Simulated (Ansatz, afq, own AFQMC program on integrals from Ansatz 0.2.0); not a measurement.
**BSiH₂, doublet → BSiH₂⁺, triplet, worked out**

| atom | x (Å) | y (Å) | z (Å) |
| --- | --- | --- | --- |
| Si | 0.0000 | 0.0000 | 0.6345 |
| B | 0.0000 | 0.0000 | -1.2907 |
| H | 0.0000 | -1.0258 | -1.9185 |
| H | 0.0000 | 1.0258 | -1.9185 |

Connectivity, by distances: Si–BH2.

Both states at this geometry.

Basis cc-pVDZ. Only valence electrons are correlated. Ansatz 0.2.0 and our own AFQMC program on the same integrals; the CISD trial comes from CCSD amplitudes, and released means the phaseless constraint is let go. ± is one standard error of the sampling.

Total energies in eV. CBS is CCSD(T) at the limit of def2-TZVPP/QZVPP (extrapolated itself); the highest rung of each member is named.

Cautions: BSiH₂ (doublet): an unrestricted solution with more broken spin lies lower, the released energies are still falling, so no released level is given (meV from the phaseless value at times in 1/Eh: -8 ± 10 at 0.24, -11 ± 10 at 0.51, -15 ± 10 at 0.99, -30 ± 13 at 1.62, -47 ± 13 at 2.40), though the last usable value meets CCSDT(Q) within the noise, the ph-AFQMC/HF walk drifts between its halves (2.8 errors), its ph-AFQMC/CISD value lies 26 ± 9 meV above CCSDT(Q); BSiH₂⁺ (triplet): lower spins were not checked, its ph-AFQMC/CISD value lies 20 ± 8 meV above CCSDT(Q); this needn't be the first ionization.

| member | count | CCSD(T)/cc-pVDZ | highest rung in cc-pVDZ | which | CCSD(T)/CBS |
| --- | --- | --- | --- | --- | --- |
| BSiH₂⁺, triplet | +1 | -8559.2132 | -8559.2624 | CCSDT(Q) | -8560.9176 |
| BSiH₂, doublet | -1 | -8568.0800 | -8568.1205 | CCSDT(Q) | -8570.0903 |

Task: Work out the best estimate of the vertical ionization energy: the CCSD(T)/CBS difference plus the step from CCSD(T) to the highest rung.

Result: Sums with the counts: CCSD(T)/CBS 9.1727 eV, highest rung 8.8581 eV, CCSD(T)/cc-pVDZ 8.8668 eV. The step is 8.8581 − 8.8668 = -0.0087 eV, so the best estimate is 9.1727 + (-0.0087) = 9.1640 eV = 211.3 kcal/mol. The basis set is worth 0.306 eV of it. Zero-point, core-correlation and spin–orbit terms aren't in it. Past Ne the Hartree–Fock part of each CBS total tends to overshoot, since the cores don't follow the formula; that largely cancels in the difference.

Best estimates are given only where the step beyond CCSD(T) is under 0.3 eV and no member's determinant is very poor (T1 over 0.05, or 0.07 for open shells, ⟨S²⟩ too high by 0.3, two states mixed), so the hardest cases are missing from such tables.

CCSDT and higher add their correlation energy to the determinant of the CCSD(T) run, since their own runs factorise the integrals more tightly (a shift of under 2 meV). Each member of a difference takes its own highest rung, so a best estimate needn't equal the limit plus the step of one row.
